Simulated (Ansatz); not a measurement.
# Cohesive energy of antifluorite Mg2Sn at several levels of theory

No measured value is used here.

```csv
level (code),value (eV/atom),cell (Å³/atom)
LDA (Ansatz),2.74,24.65
PBE (Ansatz),2.25,26.38
PBEsol (Ansatz),___,25.58
HSE06 (Ansatz),2.31,25.81
PBE0 (Ansatz),2.30,25.76
```

Question: What belongs in the gaps?

Answer: 
- PBEsol (Ansatz, a program for electronic structure), value (eV/atom): 2.54

Density-functional levels without +SOC have no spin–orbit coupling, which shifts binding energies of heavy elements. Each level is taken at its own relaxed cell. Cutoffs and k meshes differ between the levels. Ansatz's density-functional and Hartree–Fock values are scalar-relativistic unless marked +SOC, with PAW data made under PBE.
